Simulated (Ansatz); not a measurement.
A geometry relaxed with PBE0-D3(BJ)/def2-TZVP (Ansatz, an electronic-structure program), charge 0, multiplicity 1:

```xyz
6

H     -0.6272    -0.0261     1.0372
H     -0.5728     0.9753    -0.4364
H      1.5567     0.2191     0.2063
O      0.9827    -0.4064    -0.2399
C     -0.3547    -0.0183    -0.0256
H     -0.9845    -0.7436    -0.5417
```

Question: Write the SMILES of this molecule.

Answer: `CO`
